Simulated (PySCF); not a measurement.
## Bond curve of SN⁻

Set-up: PySCF, no relativity, basis sets S aug-cc-pV(D+d)Z, N aug-cc-pVDZ. Energies in eV from S⁻ + N in their ground configurations at the same level. State: ³Σ⁻ (triplet), unpaired electrons π ↑↑.

```
R (Å)  BHandHLYP   HSE06     PBE
1.374     -2.257  -2.824  -3.273
1.438     -2.950  -3.526  -4.003
1.502     -3.322  -3.905  -4.410
1.550     -3.450  -4.036  -4.563
1.598     -3.481  -4.071  -4.619
1.646     -3.440  -4.032  -4.601
1.710     -3.302  -3.897  -4.493
1.790     -3.041  -3.637  -4.265
1.886     -2.653  -3.247  -3.911
2.014     -2.092  -2.671  -3.375
```

Put a parabola through the three lowest points of the BHandHLYP curve and estimate Re, k and ωe (reduced mass 9.738 u; 1 eV/Å² = 0.16022 mdyn/Å; ωe = 1302.8·√(k/μ) cm⁻¹).

Through R = 1.55, 1.598, 1.646 Å the second-order coefficient is 15.6 eV/Å², so Re ≈ 1.595 Å, k ≈ 5.01 mdyn/Å and ωe ≈ 934 cm⁻¹. A polynomial fit of higher order to the unrounded BHandHLYP energies gives Re = 1.593 Å, k = 5.20 mdyn/Å, ωe = 952 cm⁻¹; anharmonicity and rounding make the difference.

The higher-order fit for each curve: BHandHLYP: Re = 1.593 Å, ωe = 952 cm⁻¹, De = 3.48 eV; HSE06: Re = 1.594 Å, ωe = 951 cm⁻¹, De = 4.07 eV; PBE: Re = 1.608 Å, ωe = 915 cm⁻¹, De = 4.62 eV.

For an ion De counts to the pair picked by the measured ionisation energies or electron affinities, which need not be the lowest pair at this level. The highest Kohn–Sham level is positive in this anion. Much of that is self-interaction error, but it also means that the finite basis helps to hold the extra electron. The state is the lowest determinant that a PBE0 search found; another state may lie lower at other levels.
